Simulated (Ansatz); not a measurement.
Cubic perovskite KTaO3, treated with PBE-D4 in Ansatz (PAW).

Run with plane-wave cutoff 520 eV, 8×8×8 k mesh, Fermi–Dirac smearing 0.01 eV, scalar-relativistic PAW data made under PBE.

Computed at the level's own relaxed cell.

Q: Predict the volume per atom, lattice parameter a, band gap and smallest direct gap on the k points sampled.

A: 
- volume per atom: 12.90 Å³/atom
- lattice parameter a: 4.011 Å
- band gap: 2.18 eV
- smallest direct gap on the k points sampled: 2.80 eV

Measured, for comparison: band gap 3.64 eV (temperature not stated, no zero-point or thermal correction, indirect; as tabulated in Himmetoglu and Janotti (2016), arXiv:1601.06205).

Spin–orbit coupling is not included.

Static lattice: no zero-point or thermal effects.

It cost around 50 core-seconds (rough) of CPU time.

Ansatz is an electronic-structure program.
